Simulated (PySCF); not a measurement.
**sodium fluoride: calculation against experiment**

**Experimental background.**

Liu, Meijer, Perez-Rios, Phys. Chem. Chem. Phys. 22 (2020) 24191 lists, for the gas: dipole moment 8.1558 D.

How close the calculation comes is told at the end.

Compound: sodium fluoride, NaF.
Atom-mapped SMILES: `[F:1][Na:2]`

Geometry (PBE0-D3(BJ)/def2-TZVP, Å), atoms numbered from 1 in this order:
```
atom  x, y, z in Å
F1     0.9699   -0.0331    0.0025
Na2   -0.9525    0.0043   -0.0146
```

Runs made with PySCF (gas phase, on this PBE0-D3(BJ)/def2-TZVP geometry; no spin–orbit coupling):

```csv
level,job,basis functions,wall time
"PBE0-D3(BJ)/def2-TZVP, grid level 2",geometry optimisation from a GFN2-xTB start shaken at random,63,2.9 s
B97-2/pcSseg-2,shieldings,64,0.75 s
KT3/pcSseg-2,shieldings,64,1.2 s
PBE0/pcSseg-2,"shieldings, charges and field gradients",64,1.6 s
wB97X-D/pcSseg-2,shieldings,64,0.94 s
CAM-B3LYP/aug-cc-pVTZ,"10 singlets by full TDDFT, 4 Tamm–Dancoff triplets, polarisability",96,2.1 s
PBE0/aug-cc-pVTZ,"10 singlets by full TDDFT, 4 Tamm–Dancoff triplets, polarisability, dynamic polarisability",96,2.1 s
wB97X-D/aug-cc-pVTZ,"10 singlets by full TDDFT, 4 Tamm–Dancoff triplets, polarisability, ΔSCF ions",96,6.0 s
```

Hardware: one thread of an Arm Neoverse V1, shared host.

**Comparison with experiment**

**Dipole moment.** Measured: 8.1558 D (Liu, Meijer, Perez-Rios, Phys. Chem. Chem. Phys. 22 (2020) 24191).

```csv
level,computed (D),computed − measured (D),% (from the printed values)
PBE0-D3(BJ)/def2-TZVP,7.893,-0.263,-3
B97-2/pcSseg-2,8.006,-0.150,-2
KT3/pcSseg-2,7.528,-0.628,-8
PBE0/pcSseg-2,7.996,-0.160,-2
wB97X-D/pcSseg-2,8.153,-0.003,0
CAM-B3LYP/aug-cc-pVTZ,8.113,-0.043,-1
PBE0/aug-cc-pVTZ,8.100,-0.056,-1
wB97X-D/aug-cc-pVTZ,8.224,+0.068,+1
```

Closest is wB97X-D/pcSseg-2 (-0.003 D), furthest KT3/pcSseg-2 (-0.628 D); one molecule doesn't rank methods. The computed dipoles belong to one fixed geometry; measured ones are averaged over vibrations unless marked μe. Magnitudes are compared, not signs.

The geometry is computed, not the measured one. Where a level misses, the cause wasn't examined.
